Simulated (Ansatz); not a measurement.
# How far each method lies from RCCSDT(Q) for HGeCl, singlet

Geometry: a PBE0/def2-TZVP stationary point for this spin, not checked as a minimum.

```xyz
3

Ge    0.0000   -0.0334    0.7078
Cl    0.0000    0.0241   -1.4746
H     0.0000    1.5604    0.8535
```

Basis cc-pVDZ; Ansatz 0.2.0. Correlated methods freeze the noble-gas cores and the filled d shells of p-block atoms, which leaves 12 electrons in 31 orbitals. Prefix R: restricted or restricted open-shell reference. Active spaces: valence = (12e, 9o) chosen from the atoms' valence shells. No spin–orbit coupling is included, and no scalar relativity.

Full CI isn't at hand for all of this; RCCSDT(Q) serves as the reference, and is uncertain by about the last step of the cluster series.

The UHF ⟨S²⟩ is 0.019 and the T1 diagnostic (RCCSD) is 0.0149. The largest doubles amplitude (RCCSD) is 0.072.

| level | E − E(RCCSDT(Q)) (kJ/mol) | share of correlation (%) | wall time |
| --- | --- | --- | --- |
| RHF | 646.9 | 0.00 | – |
| RMP2 | 95.7 | 85.20 | – |
| CISD | 69.8 | 89.21 | 0.81 s |
| RCCSD | 18.2 | 97.18 | – |
| RCCSD(T) | 3.3 | 99.49 | 0.69 s |
| BCCD(T) | 3.2 | 99.51 | 0.75 s |
| RCCSDT | 1.4 | 99.79 | – |
| CASSCF (valence space) | 521.0 | 19.46 | – |
| NEVPT2 (valence space) | 114.7 | 82.26 | 3.9 s |
| MRCISD (valence space) | 41.2 | 93.64 | – |
| MRCISD+Q (valence space) | 3.2 | 99.51 | 5.5 s |

The correlation energy at RCCSDT(Q), counted from RHF, is -6.705 eV. That run took 3 s on 1 thread of Arm Neoverse V2, shared host.

Times hold each run's SCF and search for its determinant on a shared host, so for small cases they say little of a method's own cost; they ran on 1 thread of Arm Neoverse V2.

Natural occupations of CASSCF (valence space) about the gap: 1.999 1.993 1.984 1.975 1.934 0.063 0.029 0.023; effectively unpaired electrons, Σ n²(2−n)², 0.04.

Atomization energy (electronic, same basis, no zero-point term; atoms at the same level, unrestricted beside the R rows where the molecule is a closed shell, but restricted open-shell past Ca, as are all atoms' steps beyond CCSDT(Q)) at RCCSDT(Q): 616.5 kJ/mol. Errors of other levels:

```csv
level,error (kJ/mol)
RHF,-152.1
RMP2,-2.4
CISD,-51.9
RCCSD,-11.4
RCCSD(T),-1.6
BCCD(T),-1.4
RCCSDT,-0.9
CASSCF (valence space),-47.8
NEVPT2 (valence space),-1.5
MRCISD (valence space),-24.4
MRCISD+Q (valence space),-8.5
```

This basis is far from its limit, so the value isn't to be set against a measured one. Truncated CI isn't size-consistent, which counts against it in atomization.
